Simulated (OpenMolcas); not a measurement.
## Predicting a hybrid from its neighbours: C2H4Cl2 (1,1-dichloroethane)

The species is C2H4Cl2 (8 atoms), meant as a singlet with charge 0. As SMILES, `CC(Cl)Cl`. The shape is that of a PBE0-D4/def2-TZVP optimisation.

The dipole moment y, in D, basis cc-pVDZ; a is the functional's share of exact exchange. Programs: OpenMolcas 26.06.

| functional | program | a | y (D) |
| --- | --- | --- | --- |
| revPBE | OpenMolcas | 0 | 1.98 |
| BLYP | OpenMolcas | 0 | 1.92 |
| B3LYP | OpenMolcas | 0.2 | 2.03 |
| PBE0 | OpenMolcas | 0.25 | ? |
| BHLYP | OpenMolcas | 0.5 | 2.14 |

Question: Fit y = c + s·a to the known rows and predict PBE0.

Answer: 
1. Means of the 4 rows: a = 0.1750, y = 2.018.
2. Σ(Δa)² = 0.1675, Σ(Δa·Δy) = 0.06375, so the slope is 0.06375/0.1675 = 0.3806.
3. Intercept: 2.018 − (0.3806) × 0.1750 = 1.951. The largest residual of the fit is 0.031.
4. PBE0: 1.951 + (0.3806) × 0.25 = 2.05 D.

The run gave 2.10 D, so the prediction is off by -0.05 D, more than the largest residual. More exact exchange makes the molecule more polar here. The rows mix families of semi-local functionals, which the line can't see. The measured value is 2.06 D (NIST CCCBDB).
